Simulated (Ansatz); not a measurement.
`C=C1CC(C#N)C1`, 14 atoms. Total charge 0; spin multiplicity 1. Hardware: A = 2 threads of an AMD EPYC 7R13 on a shared host and a share of an NVIDIA H100 80 GB; B = 2 threads of an AMD EPYC 7R13 on a shared host. Correlated methods freeze the cores. Open-shell runs search over several starts.

Task: How many basis functions does each run have, and how long does it take in Ansatz? UKS ωB97M-V/def2-TZVPP energy of the cation [A]; UHF-CCSD(T)/def2-TZVPP energy of the cation [A]; RKS ωB97M-V/def2-SVP energy [B]; UKS B2PLYP (frozen core)/def2-TZVPP energy of the cation [A]; RHF-MP2/def2-QZVPP energy [A]; RKS PBE0-D4/def2-QZVPP energy [A]; RKS PBE0-D4/def2-TZVP relaxation (9 steps) [A]; UKS PBE0-D4/def2-TZVPP energy of the cation [A]; RKS B97M-V/def2-TZVPP energy [A]; RKS ωB97M-V/def2-QZVPP energy [A]; RKS ωB97X-V/def2-TZVPP energy [A]; RHF-CCSD(T)/def2-TZVPP energy [A]. (Best estimate.)

Result: The calculation gave: Other jobs shared the machine, so times are rough.

| level | job | functions | wall time | peak host memory (GiB) |
| --- | --- | --- | --- | --- |
| RKS ωB97X-V/def2-TZVPP | energy [A] | 315 | 2.2 s | 0.92 |
| RKS B97M-V/def2-TZVPP | energy [A] | 315 | 2.4 s | 0.91 |
| RKS PBE0-D4/def2-QZVPP | energy [A] | 609 | 2.6 s | 1.2 |
| RHF-MP2/def2-QZVPP | energy [A] | 609 | 3.5 s | 1.2 |
| UKS B2PLYP (frozen core)/def2-TZVPP | energy of the cation [A] | 315 | 3.6 s | 1.5 |
| UKS PBE0-D4/def2-TZVPP | energy of the cation [A] | 315 | 3.7 s | 0.92 |
| RKS ωB97M-V/def2-QZVPP | energy [A] | 609 | 4.2 s | 1.2 |
| UKS ωB97M-V/def2-TZVPP | energy of the cation [A] | 315 | 4.5 s | 1.1 |
| RHF-CCSD(T)/def2-TZVPP | energy [A] | 315 | 6 s | 0.86 |
| RKS ωB97M-V/def2-SVP | energy [B] | 133 | 6.5 s | 0.46 |
| RKS PBE0-D4/def2-TZVP | relaxation (9 steps) [A] | 259 | 11 s | 0.88 |
| UHF-CCSD(T)/def2-TZVPP | energy of the cation [A] | 315 | 29 s | 1.4 |
